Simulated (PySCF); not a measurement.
# One shape, several levels: AlH3 (SMILES [AlH3])

Aim: a comparison of 6 runs (B3LYP/6-31G, PBE/6-31G, wB97X-V/6-31G, UMP2/6-31G, CCSDTQ/6-31G, QCISD(T)/6-31G) of AlH3. The job is set up through a Python script.

The calculation is run with PySCF 2.14.0.

2 further runs of the same task are left out: 2 set aside as unsound or not needed.

### 1 The structure to begin with

AlH3 has 4 atoms, charge 0, and is taken as a singlet. SMILES: `[AlH3]`. The Al1–H2 distance was set to 1.903 Å, away from the relaxed value.

Bond lengths: Al1–H3 1.586 Å, Al1–H4 1.586 Å. Angles: H3–Al1–H4 120.0°.

### 2 A single-point energy at B3LYP/6-31G (run 1)

Contents of run.py:

```python
from pyscf import gto, dft

mol = gto.Mole()
mol.atom = '''
Al    -0.208218    -0.287091    -0.496631
H      1.196575     1.267817     2.425652
H     -2.767852    -1.831375    -0.288384
H      1.182054    -0.040482    -3.139980
'''
mol.verbose = 3
mol.max_memory = 1860
mol.basis = '6-31g'
mol.unit = 'bohr'
mol.build()

mf = dft.RKS(mol, xc='b3lyp')
mf.grids.level = 5
mf.conv_tol = 1e-10
mf.kernel()
if not mf.converged:
    mf = mf.newton().run(mf.mo_coeff, mf.mo_occ)

e_tot = mf.e_tot
print('Final energy', e_tot)
```

Launch:

```console
OMP_NUM_THREADS=1 python run.py
```

Output:

```text
converged SCF energy = -244.171164375359
Final energy -244.17116437535898
```

It took 1.8 s on 1 thread of Arm Neoverse V1, shared host; peak memory 0.18 GiB.

### 3 The energy at PBE/6-31G (run 2)

Contents of input.py:

```python
from pyscf import gto, dft

mol = gto.Mole()
mol.atom = 'Al -0.110184 -0.151922 -0.262806; H 0.633200 0.670900 1.283600; H -1.464684 -0.969122 -0.152606; H 0.625516 -0.021422 -1.661606'
mol.basis = '6-31g'
mol.verbose = 3
mol.max_memory = 1860
mol.charge = 0
mol.spin = 0
mol.build()

mf = dft.RKS(mol)
mf.xc = 'pbe'
mf.grids.level = 5
mf.conv_tol = 1e-10
mf.kernel()
if not mf.converged:
    mf = mf.newton().run(mf.mo_coeff, mf.mo_occ)

energy = mf.e_tot
print('E = %.10f Eh' % energy)
```

Launch:

```console
OMP_NUM_THREADS=1 python input.py
```

Output:

```text
converged SCF energy = -243.994700510662
E = -243.9947005107 Eh
```

It took 1.7 s on 1 thread of Arm Neoverse V1, shared host; peak memory 0.18 GiB.

Runs 3 to 5 aren't shown in full; the table further down has their settings and results.

### 4 A single-point energy at QCISD(T)/6-31G (run 6)

Contents of run.py:

```python
from pyscf import gto, cc

molecule = gto.Mole()
molecule.atom = '''
Al    -0.110184    -0.151922    -0.262806
H      0.633200     0.670900     1.283600
H     -1.464684    -0.969122    -0.152606
H      0.625516    -0.021422    -1.661606
'''
molecule.verbose = 3
molecule.charge = 0
molecule.basis = '6-31g'
molecule.max_memory = 1860
molecule.build()

hf = molecule.RHF()
hf.conv_tol = 1e-10
hf.kernel()
if not hf.converged:
    hf = hf.newton().run(hf.mo_coeff, hf.mo_occ)

mycc = cc.QCISD(hf, frozen=5)
mycc.kernel()
e_t = mycc.qcisd_t()
energy = mycc.e_tot + e_t
print('E(%s) = %.9f' % ('QCISD(T)', energy))
```

Launch:

```console
OMP_NUM_THREADS=1 python run.py
```

Output:

```text
converged SCF energy = -243.571887339111
E(QCISD) = -243.6353591664822  E_corr = -0.06347182737150517
QCISD(T) correction = -0.000735336758271949
E(QCISD(T)) = -243.636094503
```

Run time: 0.8 s. Hardware: 1 thread of Arm Neoverse V1, shared host; peak memory 0.12 GiB.

### 5 All runs side by side

```csv
run,level,nlc grid,integration grid,energy (Eh),dipole moment (D) of the reference,HOMO energy (eV),LUMO energy (eV),wall time
1,B3LYP/6-31G,–,5,-244.171164,0.64,-7.89,-2.18,1.8 s
2,PBE/6-31G,–,5,-243.994701,0.61,-6.93,-2.74,1.7 s
3,wB97X-V/6-31G,1,5,-244.098930,0.67,-10.45,-0.07,8.1 s
4,UMP2/6-31G,–,–,-243.615708,0.74,-10.85,0.63,0.74 s
5,CCSDTQ/6-31G,–,–,-243.636512,0.74,-10.85,0.63,20 s
6,QCISD(T)/6-31G,–,–,-243.636095,0.74,-10.85,0.63,0.8 s
```

### 6 Results

```
                                          quantity          value
                               run 6: total energy  -243.63609 Eh
       run 6: dipole moment (Hartree–Fock density)         0.74 D
        run 6: HOMO energy (Hartree–Fock orbitals)      -10.85 eV
        run 6: LUMO energy (Hartree–Fock orbitals)        0.63 eV
      run 6: HOMO–LUMO gap (Hartree–Fock orbitals)       11.47 eV
run 6: correlation energy (5 core orbitals frozen)      -64.2 mEh
                             run 6: (T) correction      -0.74 mEh
                              run 6: T1 diagnostic          0.012
```

Over runs 1, 2, 3 the dipole moment (its size) runs from 0.61 D (PBE/6-31G) to 0.67 D (wB97X-V/6-31G). Over runs 1, 2, 3 the HOMO–LUMO gap runs from 4.19 eV (PBE/6-31G) to 10.38 eV (wB97X-V/6-31G). Totals of different functionals can't be ranked against each other. All runs together took 33 s, the longest 20 s.
